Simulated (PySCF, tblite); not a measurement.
## Complex of chlorine monofluoride and 3 × hydrogen fluoride

A gas-phase complex of chlorine monofluoride and 3 × hydrogen fluoride; neutral, singlet. The structure comes from a short search (6 tight-binding starts) and was relaxed by PBE0-D3(BJ)/def2-SVPD; another way of binding may lie lower. Frequencies by PBE0-D3(BJ)/def2-SVPD show no clear imaginary mode.

Parts: 1 = chlorine monofluoride (FCl), atoms 1–2; 2 = hydrogen fluoride (F), atoms 3–4; 3 = hydrogen fluoride (F), atoms 5–6; 4 = hydrogen fluoride (F), atoms 7–8.

```xyz
8

Cl   -1.344   -0.298    0.080
F    -0.409    0.201   -1.230
F    -4.281    1.004   -0.069
H    -3.685    1.234   -0.764
F    -3.167   -0.588    1.618
H    -3.685   -0.012    1.076
F    -2.603    1.614   -1.972
H    -1.759    1.216   -1.899
```
Atoms count from 1 in this order.

```tsv
contact	kind (by geometry)	distance (Å)	angle (°)
H6···F3	hydrogen bond	1.643	167
H4···F7	hydrogen bond	1.666	178
H8···F2	hydrogen bond	1.816	160
F2–Cl1···F5	halogen bond	2.402	163
```

Interaction energies are complex less parts, with the parts frozen as they stand in it; counterpoise-corrected, in kcal/mol (PySCF).

Task: Give the interaction energy at each level run.

Result: 
| level | interaction | superposition error removed |
| --- | --- | --- |
| wB97M-D3(BJ)/def2-TZVPD | -18.90 | -0.33 |
| PBE0-D3(BJ)/def2-TZVPD | -20.83 | -0.34 |

Task: What holds them together? Decompose the wB97M-D3(BJ)/def2-TZVPD energy: frozen parts, their antisymmetrised product, then relaxation.

Result: electrostatic -36.2, Pauli repulsion +45.8, orbital relaxation -26.1, dispersion correction -2.8 kcal/mol, which sum to the value before the counterpoise correction; the Pauli term holds the exchange-correlation of the frozen density too. Of the attraction, 56 % is electrostatic, 40 % is orbital relaxation, 4 % is dispersion correction.

The parts were also relaxed and run alone, at the levels used for the complex: shieldings by PBE0/pcSseg-2.

Task: What does binding change?

Result: 
```
             property  alone  in the complex  change
       F5–H6 bond (Å)  0.920           0.945  +0.025
shielding of H6 (ppm)  29.19           23.94   -5.25
shielding of F3 (ppm)  410.9           388.6   -22.3
shielding of H4 (ppm)  29.19           23.10   -6.09
shielding of F7 (ppm)  410.9           396.8   -14.0
```
